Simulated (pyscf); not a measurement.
Single points on ωB97X-D3(BJ)/def2-SVP structures (PySCF, gas phase).

Q: Cl–Sn(Cl)(Cl)–SeH -> Cl–Sn(Cl)=Se + HCl
Surface: singlet. Broken: H–Se, Cl–Sn. Formed: Cl–H. Give ΔE‡ and ΔE from HF/def2-TZVP, relative to the reactant's lowest minimum found.

A: ΔE‡ = 48.3 kcal/mol, ΔE = +39.2 kcal/mol. ωB97M-D3(BJ)/def2-TZVP gives 36.7 kcal/mol and +39.6 kcal/mol. Zero-point energy shifts the barrier by -1.3 kcal/mol. It is an elimination, with an imaginary mode of 399i cm⁻¹. On the product side the descent ends in a bound adduct, 8.2 kcal/mol under the separated species and 2.5 kcal/mol under the saddle at ωB97X-D3(BJ)/def2-TZVP. This is the saddle that the search found; another between the same sides may lie lower. Elements up to Kr have no core potential and no relativistic terms here. Elements past Kr carry the def2 core potentials, without spin-orbit coupling.
